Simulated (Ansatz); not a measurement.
Geometry optimisation, Ansatz 0.2.0, RKS CAM-B3LYP/def2-SVP.

Input file:

```yaml
crystal:
  periodic: [false, false, false]
  atoms:
    - { symbol: Al, position_ang: [0.322535, 0.008969, 0.023422] }
    - { symbol: C, position_ang: [1.051601, -0.035478, 1.822008] }
    - { symbol: H, position_ang: [0.486581, -0.221791, 2.746855] }
    - { symbol: H, position_ang: [1.860763, -0.779995, 1.75253] }
    - { symbol: H, position_ang: [1.560119, 0.93736, 1.931628] }
    - { symbol: H, position_ang: [1.798184, 0.148301, -0.422696] }
    - { symbol: H, position_ang: [-1.059983, -0.057366, -0.737749] }
basis:
  gaussian: { orbitals: def2-SVP }
hamiltonian:
  xc: cam_b3lyp
relax:
  f_tol: 0.03
  max_steps: 50
output:
  orbitals: {}
```

Launched with:

```bash
$ ansatz run input.yaml --threads 1 --pin off --max-ram 2048MiB --backend cpu --events-out ev --progress --plain --runs-dir out
```

**Question.** Where does it end, and by what steps?

**Answer.** The run converged. After 5 steps the energy has fallen by 0.623 eV; H6 moved furthest, 0.70 Å.

| step | energy less start (eV) | largest force component (eV/Å) | accepted |
| --- | --- | --- | --- |
| 0 | 0.0000 | 1.636 | yes |
| 1 | -0.3270 | 0.764 | yes |
| 2 | -0.4840 | 0.334 | yes |
| 3 | -0.6007 | 0.258 | yes |
| 4 | -0.6210 | 0.247 | yes |
| 5 | -0.6234 | 0.024 | yes |

```xyz
7
Properties=species:S:1:pos:R:3
Al 0.566 0.029 0.001
C 1.083 -0.034 1.880
H 0.241 -0.219 2.564
H 1.842 -0.814 2.056
H 1.556 0.917 2.181
H 1.682 0.202 -1.114
H -0.950 -0.081 -0.452
```

The run took 6.1 s on 1 thread of INTEL(R) XEON(R) PLATINUM 8581C CPU @ 2.30GHz (Emerald Rapids), with other jobs on the host, peak memory 0.14 GiB.
